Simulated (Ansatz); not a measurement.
This geometry of CH3OS (6 atoms, charge -1, multiplicity 1) is a first-order saddle point.

Theory: RKS PBE-D4/def2-SVP (Ansatz).

```xyz
6
Properties=species:S:1:pos:R:3
O -1.041 -0.829 0.039
C -0.282 0.471 0.077
S 1.537 0.029 0.080
H -1.727 -0.647 -0.629
H -0.293 0.841 -1.004
H 1.806 0.135 1.436
```

(1) Which two structures does it join? (They come from a converged band through this point; their orientation in space is the band's.)

(2) How far does it lie above each of them?

## Answers

(1) No bond is made or broken. The dihedral H4–O1–C2–S3 goes from 96 to -41°.

First end point:

```xyz
6
Properties=species:S:1:pos:R:3
O -1.090 -0.649 -0.598
C -0.332 0.542 -0.179
S 1.512 -0.006 0.164
H -1.483 -0.917 0.249
H -0.094 1.018 -1.178
H 1.486 0.012 1.541
```

Last end point:

```xyz
6
Properties=species:S:1:pos:R:3
O -1.354 -0.274 0.039
C -0.305 0.695 -0.163
S 1.359 -0.126 0.189
H -1.076 -1.148 -0.337
H -0.106 0.788 -1.284
H 1.483 0.065 1.556
```

(2) 29.6 kJ/mol above the first and 27.0 kJ/mol above the second. This is the barrier of this one path; another mechanism may lie lower. Limits of this set-up: an anion without diffuse functions, the dipole of an ion depends on the origin.

Run time: 56 s on 1 thread of Intel(R) Xeon(R) 6975P-C (Granite Rapids), with other jobs on the host, peak memory 0.12 GiB.
